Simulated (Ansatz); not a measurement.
Born–Oppenheimer molecular dynamics of BFH$_{3}$Si (6 atoms, charge 0, multiplicity 2). It starts at the highest image of a converged band, a first-order saddle point between two minima.

These are results of UKS LDA/def2-SVP in Ansatz 0.2.0, not measurements.

```yaml
ensemble: NVE (velocity Verlet)
time_step: 0.5 fs
steps_asked: 200
starting_velocities_drawn_for: 300 K
seed: 8418
```

Frames 1 fs apart, positions in Å, forces in eV/Å.

Velocities at 75 fs (Å/ps):

```
F -0.40 2.54 1.22
B -2.41 1.67 -7.48
Si 1.79 -1.34 3.68
H 27.45 2.02 -7.56
H -23.67 -24.52 -21.48
H -20.26 -5.87 -16.31
```

```xyz
6
Properties=species:S:1:pos:R:3:forces:R:3 time_fs=75 energy_less_start_eV=-0.080 T=456
F 0.074 -2.327 0.242 0.21 -0.19 -0.35
B 0.216 -1.136 0.711 -0.11 0.48 0.31
Si -0.288 0.679 -0.009 0.24 0.20 -0.18
H -1.581 0.121 -0.492 -0.76 -0.10 0.28
H 0.026 1.429 -1.310 0.40 -0.12 0.33
H -0.427 1.645 1.168 0.01 -0.27 -0.40
6
Properties=species:S:1:pos:R:3:forces:R:3 time_fs=76 energy_less_start_eV=-0.047 T=391
F 0.074 -2.324 0.243 0.20 -0.37 -0.43
B 0.214 -1.134 0.704 -0.10 0.61 0.44
Si -0.286 0.678 -0.005 0.48 0.18 -0.43
H -1.558 0.122 -0.498 -1.05 -0.25 0.22
H 0.004 1.404 -1.330 0.44 -0.08 0.39
H -0.447 1.637 1.150 0.02 -0.09 -0.19
6
Properties=species:S:1:pos:R:3:forces:R:3 time_fs=77 energy_less_start_eV=-0.015 T=329
F 0.074 -2.322 0.244 0.20 -0.51 -0.50
B 0.211 -1.131 0.697 -0.09 0.71 0.56
Si -0.284 0.677 -0.002 0.60 0.05 -0.73
H -1.544 0.121 -0.503 -1.19 -0.35 0.19
H -0.014 1.379 -1.346 0.47 -0.03 0.43
H -0.467 1.630 1.131 0.02 0.12 0.05
6
Properties=species:S:1:pos:R:3:forces:R:3 time_fs=78 energy_less_start_eV=0.008 T=286
F 0.074 -2.320 0.244 0.20 -0.60 -0.54
B 0.209 -1.128 0.690 -0.09 0.76 0.65
Si -0.282 0.676 0.001 0.55 -0.15 -1.04
H -1.542 0.117 -0.505 -1.15 -0.36 0.21
H -0.026 1.352 -1.358 0.49 0.02 0.43
H -0.487 1.623 1.111 0.01 0.34 0.29
6
Properties=species:S:1:pos:R:3:forces:R:3 time_fs=79 energy_less_start_eV=0.017 T=268
F 0.074 -2.318 0.245 0.21 -0.64 -0.56
B 0.206 -1.124 0.684 -0.10 0.74 0.72
Si -0.279 0.674 0.004 0.33 -0.38 -1.33
H -1.551 0.109 -0.505 -0.94 -0.30 0.29
H -0.035 1.327 -1.366 0.50 0.08 0.40
H -0.507 1.620 1.095 0.00 0.51 0.48
6
Properties=species:S:1:pos:R:3:forces:R:3 time_fs=80 energy_less_start_eV=0.015 T=271
F 0.074 -2.317 0.245 0.22 -0.62 -0.56
B 0.203 -1.120 0.679 -0.11 0.65 0.77
Si -0.277 0.673 0.007 0.00 -0.57 -1.51
H -1.568 0.099 -0.503 -0.62 -0.19 0.40
H -0.038 1.301 -1.370 0.50 0.14 0.35
H -0.526 1.621 1.083 0.01 0.58 0.56
6
Properties=species:S:1:pos:R:3:forces:R:3 time_fs=81 energy_less_start_eV=0.008 T=285
F 0.074 -2.316 0.245 0.24 -0.55 -0.54
B 0.200 -1.115 0.674 -0.13 0.51 0.80
Si -0.274 0.671 0.009 -0.39 -0.65 -1.53
H -1.592 0.086 -0.497 -0.26 -0.05 0.50
H -0.037 1.278 -1.371 0.50 0.20 0.27
H -0.546 1.628 1.076 0.04 0.55 0.51
6
Properties=species:S:1:pos:R:3:forces:R:3 time_fs=82 energy_less_start_eV=0.001 T=299
F 0.074 -2.315 0.244 0.26 -0.43 -0.50
B 0.197 -1.110 0.671 -0.15 0.30 0.81
Si -0.272 0.669 0.010 -0.78 -0.61 -1.41
H -1.618 0.073 -0.485 0.08 0.08 0.57
H -0.031 1.256 -1.369 0.48 0.26 0.17
H -0.566 1.640 1.074 0.11 0.41 0.35
6
Properties=species:S:1:pos:R:3:forces:R:3 time_fs=83 energy_less_start_eV=-0.001 T=303
F 0.075 -2.314 0.243 0.28 -0.28 -0.44
B 0.194 -1.104 0.668 -0.16 0.06 0.82
Si -0.270 0.667 0.011 -1.14 -0.47 -1.19
H -1.643 0.061 -0.469 0.36 0.18 0.61
H -0.020 1.236 -1.366 0.46 0.30 0.07
H -0.584 1.656 1.075 0.20 0.20 0.14
6
Properties=species:S:1:pos:R:3:forces:R:3 time_fs=84 energy_less_start_eV=0.002 T=297
F 0.075 -2.314 0.242 0.30 -0.11 -0.38
B 0.191 -1.098 0.665 -0.18 -0.21 0.81
Si -0.268 0.665 0.011 -1.43 -0.26 -0.93
H -1.665 0.051 -0.447 0.57 0.26 0.60
H -0.005 1.220 -1.362 0.43 0.34 -0.02
H -0.600 1.674 1.078 0.30 -0.01 -0.09
6
Properties=species:S:1:pos:R:3:forces:R:3 time_fs=85 energy_less_start_eV=0.006 T=290
F 0.076 -2.313 0.241 0.32 0.06 -0.31
B 0.187 -1.093 0.664 -0.19 -0.48 0.79
Si -0.267 0.663 0.012 -1.63 -0.04 -0.69
H -1.682 0.043 -0.419 0.70 0.30 0.56
H 0.014 1.207 -1.358 0.39 0.36 -0.08
H -0.614 1.691 1.080 0.39 -0.21 -0.28
6
Properties=species:S:1:pos:R:3:forces:R:3 time_fs=86 energy_less_start_eV=0.004 T=293
F 0.077 -2.313 0.240 0.34 0.23 -0.25
B 0.184 -1.087 0.663 -0.19 -0.74 0.78
Si -0.266 0.661 0.012 -1.72 0.19 -0.51
H -1.692 0.038 -0.385 0.75 0.32 0.49
H 0.037 1.197 -1.355 0.35 0.36 -0.10
H -0.623 1.707 1.079 0.47 -0.35 -0.41
```

Of the whole run (100 fs, mean temperature of the second half 455 K): The conserved energy stayed within 0.085 meV per atom of its start (net change 0.045 meV per atom), so the integration is sound. The kinetic energy rose, since the run started high on the potential surface and went downhill. A run of 0.1 ps of so small a system gives no equilibrium averages.

Run time: 5.7 min on 1 thread of AMD EPYC (Zen 3), on a shared host, peak memory 0.11 GiB.
